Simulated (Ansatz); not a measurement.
Styrene at its PBE0-D4/def2-TZVP geometry, where that method's forces vanish. Total charge 0; spin multiplicity 1.

```xyz
16

C     2.5895   -0.1833   -1.1973
C     1.8982    0.1824   -0.1213
C     0.4517    0.0878    0.0772
C    -0.4182   -0.4258   -0.8877
C    -1.7782   -0.4935   -0.6509
C    -2.3048   -0.0500    0.5563
C    -1.4556    0.4619    1.5238
C    -0.0924    0.5286    1.2837
H     2.1201   -0.6090   -2.0770
H     3.6654   -0.0656   -1.2315
H     2.4436    0.6023    0.7211
H    -0.0267   -0.7767   -1.8353
H    -2.4363   -0.8955   -1.4129
H    -3.3718   -0.1047    0.7386
H    -1.8545    0.8109    2.4695
H     0.5702    0.9302    2.0436
```

What forces (eV/Å) does ωB97M-V/def2-TZVPP give on these atoms in Ansatz 0.2.0? (Best estimate.)

Computed: 
```
C1  -0.038  0.011  0.036
C2   0.469  0.021 -0.087
C3  -0.404 -0.024  0.061
C4   0.122 -0.009 -0.058
C5  -0.108 -0.036 -0.052
C6  -0.084 -0.005  0.012
C7  -0.079  0.025  0.084
C8   0.123  0.016  0.000
H9   0.027  0.033  0.071
H10 -0.084 -0.004  0.013
H11 -0.024 -0.032 -0.067
H12 -0.031  0.022  0.062
H13  0.048  0.030  0.056
H14  0.080  0.004 -0.014
H15  0.029 -0.026 -0.070
H16 -0.045 -0.026 -0.048
```
